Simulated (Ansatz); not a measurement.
Results of r²SCAN (plane waves, PAW; Ansatz, a program for electronic structure) for 2H MoS2.

Run with plane-wave cutoff 600 eV, 12×12×4 k mesh (along the axes of the cell as run), no spin polarisation, scalar-relativistic PAW data made under PBE.

Cell (relaxed at this level):

```xyz
6
Lattice="3.1844 0.0000 0.0000 -1.5922 2.7578 0.0000 0.0000 0.0000 12.9931" Properties=species:S:1:pos:R:3 pbc="T T T"
Mo     1.5922     0.9193     9.7448
Mo     0.0000     1.8385     3.2483
S      1.5922     0.9193     4.8010
S      0.0000     1.8385    11.2975
S      0.0000     1.8385     8.1922
S      1.5922     0.9193     1.6956
```

### Question
Estimate the Poisson ratio, Young modulus, elastic constant C13, elastic constant C11, elastic constant C12, elastic constant C33, elastic constant C44 and elastic constant C66 that the calculation returns.

### Answer

- Poisson ratio = 0.215
- Young modulus = 71.1 GPa
- elastic constant C13 = 4.47 GPa
- elastic constant C11 = 217 GPa
- elastic constant C12 = 57.0 GPa
- elastic constant C33 = 19.7 GPa
- elastic constant C44 = 7.48 GPa
- elastic constant C66 = 79.9 GPa

Measured, for comparison: elastic constant C13 23 GPa (temperature not stated, no zero-point or thermal correction; as tabulated in Ulian and Valdrè (2023), doi:10.1107/s1600576723002571); elastic constant C11 238 GPa, elastic constant C33 52 GPa, elastic constant C44 19 GPa (temperature not stated, no zero-point or thermal correction; as tabulated in Guerrero et al. (2021), arXiv:2010.02198). Computed (rounded) less measured: elastic constant C13 -81 %, elastic constant C11 -9 %, elastic constant C33 -62 %, elastic constant C44 -61 %.

Note: the cell comes from a level without a dispersion term, which matters for the spacing of layers, chains or molecules; the cell has widely spaced layers and the level no dispersion term, so their spacing and the moduli can rest on weak binding.

Elastic constants are with the ions relaxed.
